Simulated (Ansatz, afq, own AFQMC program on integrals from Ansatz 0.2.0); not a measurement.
## Ga, quartet in cc-pVDZ, levels against full CI

A free Ga atom.

Basis cc-pVDZ. Noble-gas cores (and the filled d shells of Ga–Kr and In–Xe) are frozen. Integrals, coupled cluster, full CI and functionals: Ansatz 0.2.0; the random walks run on the same integrals in our own AFQMC program. ph-AFQMC/CISD is guided by a CISD state made of CCSD amplitudes; releasing the constraint for a short imaginary time cuts its bias at the price of noise, slowly where states lie close. Free projection: walkers drawn from exp(T), propagated without any constraint. Its projection time is finite, and what remains of the start isn't in its error. Uncertainties: one standard error, sampling alone. No spin–orbit coupling.

Determinant: UHF, the one that the program's search chose, which needn't be the lowest solution.

Full CI on the same integrals is exact in this basis and with this determinant's frozen core.

Cautions: no relativity below Rb; no spin-orbit coupling; inner d shell frozen; another spin lies lower (by 4.05 eV).

The T1 diagnostic is 0.0026 and the weight of the determinant in the CISD state is 0.989. The ⟨S²⟩ of the determinant is 3.752 and the size of the correlated space is 3 electrons in 13 orbitals.

| level | correlation energy (eV) |
| --- | --- |
| MP2 | -0.1759 |
| CCSD | -0.2716 |
| CCSD(T) | -0.2720 |

Question: Estimate where AFQMC with the constraint released lies against CCSD(T) on the same integrals.

Answer: 0.01 ± 0.002 kcal/mol below CCSD(T).

Reference: full CI, correlation energy -0.272 eV. The released energy is read at 2.40 1/Eh (meV from the phaseless value at times in 1/Eh: -0.07 ± 0.09 at 0.24, -0.07 ± 0.09 at 0.51, -0.11 ± 0.08 at 0.99, 0.02 ± 0.06 at 1.62, 0.02 ± 0.10 at 2.40).

```tsv
level	E − E(reference) (kcal/mol)	share of correlation (%)
CCSD(T)	0.01	99.92
ph-AFQMC/CISD	0.00 ± 0.002	100.01
released AFQMC	0.00 ± 0.002	100.00
free AFQMC	0.00 ± 0.001	100.00
```

Free projections are given only where their last times agree within the noise and don't stop above the reference; a slow remainder of the start can still hide under it. A walk keeps the symmetry of its determinant, which the program's search chose and which needn't be the lowest solution, so a lower state of the same spin and another symmetry isn't excluded. Released energies are given only where the last usable release times agree within the noise; a slower fall can still hide under it.
